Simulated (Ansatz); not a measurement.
Two shapes of singlet HClO.

Shape 1:

```xyz
3

O     0.0000    0.7716   -0.6580
H     0.0000    1.4671   -0.1009
Cl    0.0000   -0.4494    0.3156
```

Shape 2:

```xyz
3

O     0.0006    0.8296   -0.7111
H     0.0033    1.5984   -0.1010
Cl    0.0064   -0.4916    0.3360
```

Basis set: cc-pVTZ (spherical functions). Correlated methods keep 6 orbitals frozen. Charge 0, multiplicity 1.

Computed with Ansatz (development build ahead of 0.2.0); each method stands on the lowest determinant of its kind that the runs found.

Q: Which shape is lower in energy, and by how much in each method?

A:

```tsv
method	E(2) − E(1) (eV)
RHF	-0.212
RHF-MP2	-0.446
```

Shape 2 is lower.
